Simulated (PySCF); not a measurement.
This PySCF input asks for the NMR shieldings of H2S3; the geometry comes from PBE0-D3(BJ)/def2-SVP.

```python
import basis_set_exchange as bse
import numpy as np
from pyscf import gto, dft
from pyscf.prop import nmr

atoms = """
S     0.616538    0.168052    1.551730
S     0.186115    0.998864   -0.297541
S    -0.675798   -0.487826   -1.455873
H     1.830988   -0.351630    1.246952
H    -1.957845   -0.327459   -1.045279
"""
names = dict.fromkeys(["S", "H"], "pcSseg-1")
basis = {el: gto.basis.parse(bse.get_basis(n, elements=[el], fmt="nwchem")) for el, n in names.items()}
mol = gto.M(atom=atoms, basis=basis, charge=0, verbose=0)
mf = dft.RKS(mol, xc="PBE0")
mf.grids.level = 2
mf.grids.alignment = dft.numint.BLKSIZE   # the property module wants whole blocks of grid points
mf.conv_tol = 1e-9
mf.kernel()

calc = nmr.RKS(mf)   # GIAO
C = mf.mo_coeff
Co = C[:, mf.mo_occ > 0]
resp = mf.gen_response(singlet=True, hermi=2)
def vind(x):   # induced exchange potential for any number of trial vectors
    d = np.einsum("pi,xij,qj->xpq", C, 2 * x.reshape(-1, C.shape[1], Co.shape[1]), Co, optimize=True)
    return np.einsum("xpq,pi,qj->xij", resp(d - d.transpose(0, 2, 1)), C, Co, optimize=True).ravel()
mo1, _ = nmr.rhf.solve_mo1(calc, with_cphf=vind)
sigma = calc.kernel(mo1)
for i, s in enumerate(sigma):   # ppm
    w = np.linalg.eigvalsh((s + s.T) / 2)
    print("%2d %-2s iso %8.1f  s11 %8.1f  s22 %8.1f  s33 %8.1f" % (i, mol.atom_pure_symbol(i), w.mean(), *w))
```

**Question.** Give the expected output.

**Answer.** 
```
 0 S  iso    432.1  s11    144.7  s22    438.0  s33    713.6
 1 S  iso    360.2  s11    -25.5  s22    551.7  s33    554.6
 2 S  iso    432.3  s11    145.1  s22    438.0  s33    713.7
 3 H  iso     26.9  s11     19.9  s22     25.2  s33     35.6
 4 H  iso     26.9  s11     19.9  s22     25.2  s33     35.6
```

These numbers come from an equivalent density-fitted implementation of the same equations, which agrees with the script to about 0.01 ppm for H and up to a few tenths of a ppm for heavy atoms, so last digits may differ.

**Question.** Turn these shieldings into chemical shifts. δ = σ(ref) − σ, references computed at the same level: $^{33}$S (495.66 ppm) against CS2; $^{1}$H (31.27 ppm) vs TMS.

**Answer.** Averaging equivalent atoms: S 1: 135; S 0/2: 63; H 3/4: 4.41 ppm. 

Size and cost of the density-fitted run: 82 basis functions, 3 s wall time on 1 thread of an x86-64 server CPU, shared host.
